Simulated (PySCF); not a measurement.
A TDDFT job was run through a driver script with this input:

```
{"job": {"kind": "uv", "xc": "CAM-B3LYP", "basis": "def2-SVPD", "nstates": 8, "ntriplets": 3}, "charge": 0, "multiplicity": 1}
C     -1.708413     0.469925    -0.357206
C     -0.716261     0.164173     0.758537
C      0.438973    -0.671013     0.263070
C      1.760292    -0.636667     0.972893
P      1.807085     0.097796    -0.724514
H     -2.526758     1.082974     0.012790
H     -2.121065    -0.451275    -0.762312
H     -1.207551     1.003688    -1.163168
H     -1.223586    -0.377199     1.563389
H     -0.335224     1.100528     1.175241
H      0.137038    -1.647537    -0.107752
H      2.285036    -1.574575     1.102218
H      1.869675     0.036164     1.812714
H      1.540081     1.402546    -0.288041
```

Its output, with some lines taken out ([cut]) and without the SCF cycles:

```
converged SCF energy = -498.8638741472

[cut]

Singlet excitations
state   eV       nm        f      main configurations
  1   6.4397    192.5   0.03055   H->L 0.85
  2   6.7652    183.3   0.03252   H->L+1 0.38, H-1->L 0.28, H->L+2 0.23
  3   6.9598    178.1   0.01348   H-1->L+1 0.50, H-1->L+2 0.35
  4   7.2676    170.6   0.06270   H-1->L 0.42, H->L+1 0.34, H->L+3 0.08
[cut]
  6   7.7170    160.7   0.32522   H->L+2 0.37, H-1->L 0.19, H->L+4 0.16
[cut]
  8   7.9352    156.2   0.00886   H-1->L+1 0.22, H-1->L+3 0.21, H-2->L 0.13

Triplet excitations (Tamm-Dancoff, eV): 5.3559 5.5795 5.8762
```

Computed, not measured: TDDFT CAM-B3LYP/def2-SVPD, vertical, gas phase, core orbitals frozen in the response in PySCF. The structure is a single GFN2-xTB conformer in the gas phase; no vibrational or solvent corrections.

Problem. What stood in the cut lines?

Solution. 
```
Static polarisability (au): isotropic 71.963, principal 62.417 72.944 80.528
  5   7.5495    164.2   0.02462   H->L+3 0.76
  7   7.8747    157.4   0.03967   H-1->L+3 0.61, H-1->L+2 0.17
```

Problem. What transition dipole goes with state 6?

Solution. |μ|² = 3f / (2ΔE) = 3 × 0.3252 / (2 × 0.2836) = 1.720 au, so |μ| = 3.33 D.

Problem. Give the mean polarisability in Å³.

Solution. 71.96 au × 0.148185 = 10.66 Å³.

Problem. Give the energy of state 5 in hartree, cm⁻¹ and kJ/mol.

Solution. 0.27744 hartree, 60891 cm⁻¹, 728.4 kJ/mol.

Problem. Write the structure that the coordinates describe.

Solution. `C1[C@H](P1)CC` (C4H9P), point group C1.

H and L stand for HOMO and LUMO.

On one thread, Arm Neoverse V2 (aarch64) (shared host), this took 20 s and 0.81 GiB of memory at its peak.
